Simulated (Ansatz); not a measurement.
Species: ethanol, C2H6O, charge 0, multiplicity 1. SMILES: CCO
Coordinates optimised at B3LYP-D3(BJ)/def2-TZVP (Ansatz, a program for electronic structure):
```xyz
9

C      1.1718    -0.4079     0.0081
C      0.0038     0.5538    -0.0092
O     -1.1993    -0.2136     0.0022
H     -1.9515     0.3866    -0.0087
H      0.0464     1.2144     0.8659
H      0.0484     1.1848    -0.9058
H      2.1164     0.1393     0.0001
H      1.1395    -1.0312     0.9029
H      1.1415    -1.0607    -0.8654
```
Charge 0, spin multiplicity 1.

Task: Give the harmonic wavenumbers at B3LYP-D3(BJ)/def2-TZVP (Ansatz, finite differences of forces, unscaled).

Result: 241, 280, 419, 824, 900, 1033, 1103, 1179, 1268, 1300, 1406, 1452, 1483, 1500, 1529, 2979, 3002, 3039, 3104, 3109, 3812 cm⁻¹. Zero-point energy 50.0 kcal/mol.

Task: From these and the geometry, give the ideal-gas thermochemistry at 298.15 K and 1 atm (rigid rotor, harmonic oscillator).

Result: Point group Cs, rotational symmetry number 1. Rotational constants 35.25, 9.358, 8.148 GHz. S(trans) 37.41, S(rot) 22.31, S(vib) 4.87, S(elec, spin only) 0.00, S 64.6 cal/(mol K). H(298) - H(0) 3.30 kcal/mol; G - E(el) 34.0 kcal/mol. Tabulated S at 1 bar: 67.3 cal/(mol K) (CRC Handbook, as tabulated in the package chemicals); it can hold hindered rotation or other conformers, which this model lacks.
